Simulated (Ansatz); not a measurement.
# Silicon (diamond): adding exact exchange

Ansatz, plane waves with scalar-relativistic PAW, all at the r²SCAN geometry (a = 5.445 Å) on a 5×5×5 mesh, smearing 0.1 eV.

| functional | gap on the mesh (eV) | rough cost against r²SCAN |
| --- | --- | --- |
| r²SCAN50 | 3.09 | 10× |
| r²SCANh | 1.21 | 4× |
| r²SCAN | 0.77 | 1× |
| r²SCAN0 | 1.90 | 9× |

A gap read on a coarse mesh may be too large.
